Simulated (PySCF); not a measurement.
## How the method moves the gas-phase deprotonation enthalpies of disulfane

Structure: `SS` (H2S2). Optimised structure (Å), atoms numbered from 1:
```
S    -0.9086    0.4588    0.4944
S     0.9080    0.4826   -0.5148
H    -1.5334   -0.4834   -0.2521
H     1.5545   -0.4482    0.2275
```

All levels share the PBE0-D3(BJ)/ma-def2-SVP structures and the PBE0-D3(BJ)/ma-def2-SVP thermal terms; only the single-point energies (PySCF) change. Values are gas-phase deprotonation enthalpies (298 K, kJ/mol).

```jsonl
{"level": "MP2/ma-def2-TZVP", "S1": "1428", "time": "2 s"}
{"level": "CCSD(T)/ma-def2-TZVP", "S1": "1440", "time": "20 s"}
{"level": "PBE0-D3(BJ)/ma-def2-TZVP", "S1": "1440", "time": "–"}
{"level": "HF/ma-def2-TZVP", "S1": "1444", "time": "0.54 s"}
```

Times are wall times for all single points of a level on 1 thread of Arm Neoverse V2, a shared host; the dash marks the run that also made the structures.

Hartree-Fock leaves out electron correlation, so its deprotonation energies can be off by tens of kJ/mol.

The spread: 16 kJ/mol, from 1428 to 1444.
